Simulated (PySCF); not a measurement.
Pyrazine, SMILES c1cnccn1 (C4H4N2), PBE0/def2-SVP optimised geometry. Atoms within 1.6 Å of the plane z = 0.0 Å (x, y, z in Å): C1 (-1.33, -0.02, 0.00), C2 (-0.61, 1.18, 0.00), N3 (0.71, 1.20, 0.00), C4 (1.33, 0.02, 0.00), C5 (0.61, -1.18, 0.00), N6 (-0.71, -1.20, 0.00), H7 (-2.42, -0.02, 0.00), H8 (-1.14, 2.14, 0.00), H9 (2.42, 0.02, 0.00), H10 (1.14, -2.14, 0.00).

Calculation: PBE0/def2-TZVP run with PySCF. Cells within 0.4 Å of a nucleus heavier than hydrogen are left out (blank, or x).

Map of the electron localisation function on the plane z = 0.0 Å:

```
|00000000000000000000000000000|
|00000000000000000000000000000|
|00000000000000000000000000000|
|00000000034310000000000000000|
|00000001799950000121000000000|
|00000006999981001576300000000|
|00000018999993005888620000000|
|00000017999994038999730000000|
|00000003899995369999610000000|
|00000000379944677998400000000|
|00000000035xxx86xx86100000000|
|000255411363xx87xx74114552000|
|00179998558974567984589997100|
|0039999993x7731366x2999999300|
|004999999xxx41014xxx999999400|
|0039999992x6631377x3999999300|
|00179998548976547985589997100|
|00025541147xx78xx363114552000|
|00000000168xx68xxx53000000000|
|00000000489977644997300000000|
|00000001699996359999830000000|
|00000003799983049999971000000|
|00000002688850039999981000000|
|00000000367510018999960000000|
|00000000012100005999710000000|
|00000000000000001343000000000|
|00000000000000000000000000000|
|00000000000000000000000000000|
|00000000000000000000000000000|
```
Scale: ten equal steps from 0.000 (start of '0') to 1.000 (end of '9'), in the order '0123456789'; x runs from -4.50 to 4.50, y from -4.50 (bottom) to 4.50 (top).
